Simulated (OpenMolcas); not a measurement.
**Predicting a hybrid from its neighbours: HOF (hypofluorous acid)**

HOF: 3 atoms, total charge 0, spin state singlet. As SMILES, `OF`. Geometry: relaxed at PBE0-D4/def2-TZVP.

The dipole moment y, in D, basis aug-cc-pVTZ; a is the functional's share of exact exchange. Programs: OpenMolcas 26.06.

| functional | program | a | y (D) |
| --- | --- | --- | --- |
| BLYP | OpenMolcas | 0 | 1.83 |
| revPBE | OpenMolcas | 0 | 1.80 |
| B3LYP | OpenMolcas | 0.2 | 1.90 |
| PBE0 | OpenMolcas | 0.25 | ? |
| BHLYP | OpenMolcas | 0.5 | 1.99 |

**Question.** Fit y = c + s·a to the known rows and predict PBE0.

**Answer.** 
1. Means of the 4 rows: a = 0.1750, y = 1.880.
2. Σ(Δa)² = 0.1675, Σ(Δa·Δy) = 0.059, so the slope is 0.059/0.1675 = 0.35224.
3. Intercept: 1.880 − (0.35224) × 0.1750 = 1.818. The largest residual of the fit is 0.018.
4. PBE0: 1.818 + (0.35224) × 0.25 = 1.91 D.

The run gave 1.90 D, so the prediction is off by +0.01 D, within the scatter of the fit. More exact exchange makes the molecule more polar here.
